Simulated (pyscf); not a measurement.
Optimised with ωB97X-D3(BJ)/def2-SVP in PySCF.

Problem. Estimate the classical barrier height and the reaction energy of H₂N–NH₂ (SMILES NN) + AlH (SMILES [AlH]) [singlet] → H₂N–NH–Al (SMILES N[NH][Al]) [singlet] + H₂ (SMILES [H][H]) at ωB97M-D3(BJ)/def2-TZVP. The step runs on the singlet surface, breaks H–N, Al–H and forms Al–N, H–H; take the separated reactants as zero.

Solution. ΔE‡ = 0.26 eV, ΔE = -1.14 eV. Zero-point energy shifts the barrier by -0.04 eV. It is a four-centre exchange, with an imaginary mode of 1356i cm⁻¹. On the reactant side the descent ends in an adduct with a Al–N contact (not fully relaxed), 0.85 eV under the separated species and 1.06 eV under the saddle at ωB97X-D3(BJ)/def2-TZVP. What is counted as formed (Al–N) is already present as a longer contact in the reactant adduct; forming that adduct is a step of its own. At the saddle there is also a short Al–H contact that neither side keeps. H₂N–NH–Al [singlet] is closed by a dative Al–N contact. H₂N–NH–Al [singlet] lies 0.40 eV over its isomer HN=Al–NH₂ (electronic energy, ωB97M-D3(BJ)/def2-TZVP). This is the saddle that the search found; another between the same sides may lie lower.
